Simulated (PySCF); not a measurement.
A PySCF script (with the pyscf-properties extension) for the NMR shieldings of SMILES C=C(F)C(=O)O, C$_{3}$H$_{3}$FO$_{2}$, on a PBE0-D3(BJ)/def2-SVP geometry:

```python
import basis_set_exchange as bse
import numpy as np
from pyscf import gto, dft
from pyscf.prop import nmr

atoms = """
C    -1.341768    0.512383    0.331903
C    -0.450110   -0.475973    0.346956
F    -0.715731   -1.656363    0.883493
C     0.929536   -0.408030   -0.215041
O     1.709867   -1.318838   -0.182643
O     1.196385    0.785090   -0.758588
H    -1.078848    1.466865   -0.121162
H    -2.331445    0.371105    0.769750
H     2.104444    0.736199   -1.093929
"""
names = dict.fromkeys(["C", "F", "O", "H"], "pcSseg-1")
basis = {el: gto.basis.parse(bse.get_basis(n, elements=[el], fmt="nwchem")) for el, n in names.items()}
mol = gto.M(atom=atoms, basis=basis, charge=0, verbose=0)
mf = dft.RKS(mol, xc="PBE0")
mf.grids.level = 2
mf.grids.alignment = dft.numint.BLKSIZE   # the property module wants whole blocks of grid points
mf.conv_tol = 1e-9
mf.kernel()

calc = nmr.RKS(mf)   # GIAO
C = mf.mo_coeff
Co = C[:, mf.mo_occ > 0]
resp = mf.gen_response(singlet=True, hermi=2)
def vind(x):   # induced exchange potential for any number of trial vectors
    d = np.einsum("pi,xij,qj->xpq", C, 2 * x.reshape(-1, C.shape[1], Co.shape[1]), Co, optimize=True)
    return np.einsum("xpq,pi,qj->xij", resp(d - d.transpose(0, 2, 1)), C, Co, optimize=True).ravel()
mo1, _ = nmr.rhf.solve_mo1(calc, with_cphf=vind)
sigma = calc.kernel(mo1)
for i, s in enumerate(sigma):   # ppm
    w = np.linalg.eigvalsh((s + s.T) / 2)
    print("%2d %-2s iso %8.1f  s11 %8.1f  s22 %8.1f  s33 %8.1f" % (i, mol.atom_pure_symbol(i), w.mean(), *w))
```

Problem. What are the results?

Solution. 
```
 0 C  iso     73.7  s11    -34.1  s22     91.4  s33    163.9
 1 C  iso     23.8  s11    -77.5  s22     69.4  s33     79.6
 2 F  iso    288.4  s11    197.1  s22    279.8  s33    388.2
 3 C  iso     21.6  s11    -81.1  s22     69.9  s33     76.2
 4 O  iso    -94.9  s11   -336.3  s22   -248.5  s33    300.0
 5 O  iso    138.8  s11     -9.5  s22    162.1  s33    263.8
 6 H  iso     25.3  s11     23.4  s22     23.7  s33     28.8
 7 H  iso     25.6  s11     23.2  s22     24.4  s33     29.3
 8 H  iso     25.7  s11     20.9  s22     22.5  s33     33.6
```

These numbers come from an equivalent density-fitted implementation of the same equations, which agrees with the script to about 0.01 ppm for H and up to a few tenths of a ppm for heavy atoms, so last digits may differ.

Problem. Turn these shieldings into chemical shifts. References, each an isolated molecule treated in the same way: ¹³C (σref 184.41), ¹H (σref 31.27) against TMS; ¹⁹F (σref 177.25) vs CFCl3; ¹⁷O (σref 334.56) against H2O.

Solution. Averaging equivalent atoms: C 3: 162.8; C 1: 160.6; C 0: 110.7; F 2: -111.1; O 4: 429.5; O 5: 195.8; H 6: 5.96; H 7: 5.66; H 8: 5.61 ppm. Unscaled 19F shifts against computed CFCl3 carry errors that often reach 10 to 50 ppm. Unscaled 17O shifts of doubly bonded oxygen tend to come out too high, by tens of ppm or more. Experimental scales use liquid or dissolved standards, which lie at an offset from isolated H2O (liquid H2O: subtract about 36 ppm).

Size and cost of the density-fitted run: 117 basis functions, 7.2 s wall time on 1 thread of an x86-64 server CPU, shared host.
